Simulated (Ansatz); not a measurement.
**Question.** Name a neutral molecule of B, F, N and H with size of the dipole moment (B3LYP/def2-TZVPP) between 2.15 and 2.45 D and size of the dipole moment (ωB97M-V/def2-TZVPP) between 2.35 and 2.65 D (Ansatz, PBE0-D4/def2-TZVP geometry).

**Answer.** `NBF` (2.41 D, 2.39 D). Other molecules can fit too; these were computed, each in one conformer that needn't be the lowest.

B3LYP here is the variant with VWN-RPA as its local correlation; programs differ in this.
